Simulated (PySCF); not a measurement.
C₂H₇PS.
Numbering: `[CH3:1][PH:2]([CH3:3])=[S:4]` (hydrogens: H5, H6, H7 on C1; H8 on P2; H9, H10, H11 on C3)

Method: PBE0-D3(BJ)/def2-SVP geometry optimisation, gas phase (PySCF); density fitting, grid level 1; the optimiser is geomeTRIC in internal coordinates, started from a GFN2-xTB structure.

Step 0: E = -22295.4809 eV
```
atom  x, y, z in Å  |  force x, y, z in eV/Å
C1     -1.4187   -0.1893    0.4324    0.453   0.281  -0.038
P2      0.0690    0.7526   -0.0707    0.005  -0.559   0.249
C3      1.3445   -0.5168   -0.4098   -0.335   0.365   0.210
S4      0.6016    2.1711    1.1259    0.108   0.243   0.247
H5     -1.6705   -0.9552   -0.2975   -0.100  -0.315  -0.304
H6     -2.2478    0.5089    0.5437   -0.226   0.223   0.029
H7     -1.2171   -0.6447    1.4028    0.053  -0.133   0.277
H8     -0.2794    1.1497   -1.3682   -0.145   0.164  -0.537
H9      2.2292   -0.0206   -0.8065    0.259   0.176  -0.115
H10     1.6072   -0.9896    0.5371    0.088  -0.142   0.273
H11     0.9873   -1.2634   -1.1152   -0.159  -0.304  -0.293
```

Problem. Estimate the geometry and energy of step 1. (The exact step hangs on the optimiser's Hessian estimate; all steps are aligned on step 0, rigid shifts and turns removed.)

Solution. E = -22295.5036 eV, largest force 0.129 eV/Å
```
atom  x, y, z in Å  |  force x, y, z in eV/Å
C1     -1.4075   -0.1872    0.4302   -0.069  -0.039   0.012
P2      0.0682    0.7512   -0.0724   -0.040   0.017  -0.121
C3      1.3345   -0.5127   -0.4034    0.058  -0.050  -0.033
S4      0.6077    2.1648    1.1446    0.004   0.018   0.001
H5     -1.6663   -0.9642   -0.3069    0.013   0.036   0.024
H6     -2.2456    0.5155    0.5445    0.027  -0.018   0.000
H7     -1.2053   -0.6477    1.4090   -0.002   0.014  -0.025
H8     -0.2882    1.1564   -1.4005    0.037  -0.015   0.122
H9      2.2270   -0.0129   -0.8076   -0.027  -0.015   0.016
H10     1.6059   -0.9875    0.5515   -0.011   0.016  -0.020
H11     0.9750   -1.2730   -1.1151    0.009   0.035   0.025
```

The energy changes by -0.0228 eV. The first-order estimate −F·Δx gives -0.0541 eV and the mean of the old and new forces, exact on a quadratic surface, -0.0232 eV. The step makes an angle of 47° with the force vector and moves no atom by more than 0.034 Å.

What follows is the cost of the whole optimisation. The run took 13 s on one thread, x86-64 server, no GPU (shared host).
